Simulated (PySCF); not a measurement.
Tetramethylammonium, C4H12N (charge +1).
SMILES: `C[N+](C)(C)C`

The closed-shell ground state was solved at several levels (PySCF, density fitting, gas phase, non-relativistic). Isolated species at its PBE0-D3(BJ)/def2-SVP geometry, gas phase.

```
          level  basis functions  total energy (Eh)  HOMO (eV)  LUMO (eV)  gap (eV)
B3LYP/def2-SVPD              196          -214.0177     -15.78      -4.24     11.54
 B3LYP/pcSseg-2              348          -214.2490     -15.77      -4.36     11.41
  PBE0/pcSseg-1              145          -213.8637     -16.04      -3.81     12.23
```

Estimate the row for B3LYP/pcJ-1, a basis of 255 functions; the other rows only guide the guess.

Total energy -214.1782 Eh, HOMO -15.82 eV, LUMO -4.09 eV, gap 11.73 eV.

Over all these levels, which gives the widest orbital gap and which the narrowest?

PBE0/pcSseg-1 (global hybrid, 25 % exact exchange) has the widest, 12.23 eV, and B3LYP/pcSseg-2 (global hybrid, 20 % exact exchange) the narrowest, 11.41 eV. Functional and basis both differ between the two, so the spread mixes both effects.

How much does the basis alone move the frontier levels among the 3 B3LYP rows (the withheld one included)?

The HOMO by 0.05 eV and the LUMO by 0.27 eV. By rising basis size (HOMO, LUMO in eV): def2-SVPD -15.78, -4.24; pcJ-1 -15.82, -4.09; pcSseg-2 -15.77, -4.36.
